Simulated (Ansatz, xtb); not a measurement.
## Relaxing a trial structure of HPSi2

The starting geometry of this gas-phase singlet has its atoms placed at random.

```yaml
atoms:
  - { symbol: P, position_ang: [0.6034, -1.5851, -0.1280] }
  - { symbol: Si, position_ang: [0.0783, -0.3945, -1.7534] }
  - { symbol: Si, position_ang: [1.0316, 1.3240, 0.3553] }
  - { symbol: H, position_ang: [-0.4782, -0.0696, -0.0845] }
```

Q: One run relaxed it with r2SCAN-D4/def2-SVP. What is a likely outcome?

A: It ends as a structure given below by its coordinates. Distances that change by over a tenth: Si2–H4 (1.79 → 2.01 Å). Contacts that close: P1–Si3 (2.98 → 2.29 Å), P1–H4 (1.86 → 1.52 Å), Si2–Si3 (2.88 → 2.44 Å).

The energy falls by 1.87 eV over 9 steps:

```tsv
step	E − E(last) (eV)
1	1.868
2	0.813
3	0.152
4	0.058
5	0.019
6	0.008
7	0.000
8	0.000
9	0.000
```

Final geometry (Å):

```xyz
4

P     0.6066   -1.2750    0.0792
Si    0.1502   -0.1382   -1.8531
Si    1.0251    0.9735    0.1356
H    -0.5468   -0.2854    0.0277
```

From the same start GFN2-xTB reaches the same bonding as this run.

From so rough a start the end depends on the optimiser's path, so another program may land elsewhere. The end wasn't checked by frequencies. Run with Ansatz 0.2.0, 7.5 s on 1 thread of Intel(R) Xeon(R) 6975P-C (Granite Rapids), with other jobs on the host.
